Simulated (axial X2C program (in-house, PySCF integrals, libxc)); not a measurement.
NAlN⁺: properties at the nuclei

Calculated with an in-house all-electron X2C program for linear molecules (integrals from PySCF): two-component X2C with atomic mean-field Coulomb and Gaunt terms, Gaussian nuclei, basis N dyall-av3z, Al dyall-v3z with contracted cores.

N–Al–N held linear, with bonds 1.874 and 1.874 Å (near the PBE0 minimum at charge 1 of the determinant lowest at the starting distance; the state shown can have its own minimum elsewhere, held linear; other orders of the atoms were not compared).

Input and command:
```json
{"zs": [7, 13, 7], "q": 1, "bas": ["dyall-av3z", "dyall-v3z", "dyall-av3z"], "r0": [1.73, 1.73], "symm": 1, "scan": ["PBE0", "HF", "B3LYP"], "levels": ["PBE0", "HF", "LDA"], "nst": 2}
```
```bash
python solin.py task.json out
```

Keys: zs atomic numbers; q charge; bas basis sets; r0 starting distance in Å; symm equal bonds; scan levels of the two-bond scan; levels methods; nst determinants followed.

Determinant lowest in the PBE0 search, Ω = 2 (⟨Sz⟩ = 2.00, ⟨Lz⟩ = 0.00 at PBE0), spin on the atoms N 0.96, Al 0.08, N 0.96:

```csv
level,A∥/gI N (MHz),qzz N (a.u.),A∥/gI Al (MHz),qzz Al (a.u.)
PBE0,-52.5,-0.83,-54.9,-1.74
HF,-27.4,-0.72,-106,-1.99
LDA,-64.8,-0.86,-81.7,-1.61
```

A∥ (defined per Ω) follows by multiplying with gI = μI/(I μN); qzz is the electric field gradient, eQq0 = 234.96 MHz × Q/barn × qzz. The operators were transformed with the bare-nucleus X2C matrices; with these basis sets, hyperfine constants and field gradients can be off by tens of per cent, and where levels differ in sign neither size nor sign is settled.

Problem. With Q(14N) = 0.02044 barn, gI(27Al) = 1.4566, Q(27Al) = 0.1466 barn (g factors from the IAEA table of nuclear moments by Stone; Q from Pyykkö, Mol. Phys. 2018), turn the PBE0 values of the first state into constants in MHz.

Solution. eQq0(14N) = 234.96 × (0.02044) × (-0.83) = -3.99 MHz; A∥(27Al) = -54.9 × 1.4566 = -80 MHz; eQq0(27Al) = 234.96 × (0.1466) × (-1.74) = -59.9 MHz.

The molecule was held linear; bending was not examined, so a bent shape may lie lower.

Each state is one determinant with collinear spin, which with several unpaired electrons need not be a pure state. Unrestricted Hartree–Fock can overshoot spin polarisation at the nuclei. This is the top spin component of a Σ state; components of lower Ω are not single determinants and can lie lower. With several open shells hyperfine constants can be off by a factor of several. Open-shell Ω = 0 determinants with evenly filled partner blocks cannot be reached by this program, so the Ω shown need not be the lowest component. The search compared states at one distance, so a state with another bond length can lie lower. Further determinants of the search, some of them spin-mixed, are not shown. Where a field gradient or hyperfine factor spreads by more than a factor of two over the levels, a constant derived from it is not to be relied on.
